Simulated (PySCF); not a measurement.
# Fractional electron number in P (phosphorus, neutral)

The 3p alpha orbital of [Ne] 3s2 3p3 is emptied in steps (occupation f), with all orbitals relaxed, ending at [Ne] 3s2 3p2. All numbers are calculated (PySCF 2.14, no relativity, point nucleus, in def2-SVP (4s3p1d, 18 functions)). The exact energy is a straight line in f; departures are measured from the line between the end points of the same method.

```tsv
f	UHF (eV)	LDA (eV)	PBE (eV)	PBE0 (eV)	r2SCAN (eV)	LC-wPBE (eV)	BHandHLYP (eV)	wB97X (eV)	M06-2X (eV)	TPSS (eV)
1	0.000	0.000	0.000	0.000	0.000	0.000	0.000	0.000	0.000	0.000
0.8	0.100	-0.722	-0.702	-0.502	-0.648	-0.064	-0.313	-0.117	-0.337	-0.677
0.6	0.149	-1.083	-1.052	-0.751	-0.961	-0.092	-0.467	-0.170	-0.510	-1.013
0.4	0.147	-1.084	-1.049	-0.746	-0.947	-0.087	-0.465	-0.161	-0.507	-1.009
0.2	0.097	-0.722	-0.696	-0.494	-0.623	-0.054	-0.309	-0.101	-0.326	-0.669
0	0.000	0.000	0.000	0.000	0.000	0.000	0.000	0.000	0.000	0.000
```

For M06-2X, how does the orbital energy at f = 1 compare with the removal energy?

−ε = 8.254 eV against a total-energy difference of 10.341 eV. By Janak's theorem ε = ∂E/∂f, so the gap between them reflects the curvature. Along the path −ε is 9.060 (f = 0.8), 9.903 (f = 0.6), 10.816 (f = 0.4), 11.641 (f = 0.2) eV.

```
   method  E(f=0) − E(f=1) (eV)  −ε at f=1 (eV)  −ε at f=0.4 (eV)
      UHF                 9.939          10.570             9.809
      LDA                10.524           6.021            11.426
      PBE                10.441           6.050            11.334
     PBE0                10.513           7.363            11.160
   r2SCAN                10.666           6.573            11.524
  LC-wPBE                10.609          10.191            10.710
BHandHLYP                10.246           8.285            10.645
    wB97X                10.385           9.636            10.569
   M06-2X                10.341           8.254            10.816
     TPSS                10.507           6.265            11.370
```

Reference removal energy between the ground levels: 10.487 eV (measured; NIST Atomic Spectra Database, ionization energies). The calculation has no spin-orbit coupling. UHF lacks correlation.
